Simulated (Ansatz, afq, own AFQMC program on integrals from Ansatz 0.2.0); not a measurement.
# AlH3F, doublet in cc-pVTZ, levels against AFQMC with the constraint released

```xyz
5

Al   -1.0907    0.0000    0.0000
H    -1.8836    1.3734    0.0000
H    -1.8836   -1.3734    0.0000
H     0.6323    0.0000    0.0000
F     1.7153    0.0000    0.0000
```

Connectivity, by distances: AlH2 ··· F, 1 bridging H.

Basis cc-pVTZ. Only valence electrons are correlated. Integrals, coupled cluster, full CI and functionals: Ansatz 0.2.0; the random walks run on the same integrals in our own AFQMC program. The CISD trial takes its coefficients from CCSD amplitudes. Released means that phaseless walkers are propagated on without the constraint, phases kept. Uncertainties: one standard error, sampling alone.

Determinant: UHF, the one that the program's search chose, which needn't be the lowest solution. The geometry is a point of a scan.

No full CI on the walks' own integrals is used here. The released AFQMC energy serves as the reference, which it does only where one determinant dominates, the energy is flat over the last release times and near the phaseless one (40 meV or 2 meV an electron, half that with transition metals). On small molecules, where full CI could be run and the noise was under 10 meV, such values lay within 10 meV of it in 19 cases of 20, a flattering rate, since the rule was set on those same cases; what remains of the bias isn't in the error bar.

Cautions: the released value is read at 1.62 1/Eh, later times being too noisy (meV from the phaseless value at times in 1/Eh: -5 ± 7 at 0.24, 3 ± 7 at 0.51, -12 ± 7 at 0.99, -7 ± 9 at 1.62, -3 ± 12 at 2.40).

- T1 diagnostic: 0.0156
- weight of the determinant in the CISD state: 0.890
- ⟨S²⟩ of the determinant: 0.766
- size of the correlated space: 13 electrons in 100 orbitals

Reference: AFQMC with the constraint released, correlation energy -10.477 ± 0.009 eV.

```tsv
level	E − E(reference) (kJ/mol)	share of correlation (%)
HF	1010.9 ± 0.8	0.00
MP2	82.8 ± 0.8	91.81
CCSD	28.6 ± 0.8	97.17
CCSD(T)	2.6 ± 0.8	99.74
ph-AFQMC/CISD	0.7 ± 1.0	99.93
```

A walk keeps the symmetry of its determinant, which the program's search chose and which needn't be the lowest solution, so a lower state of the same spin and another symmetry isn't excluded. Released energies are given only where the last usable release times agree within the noise; a slower fall can still hide under it.
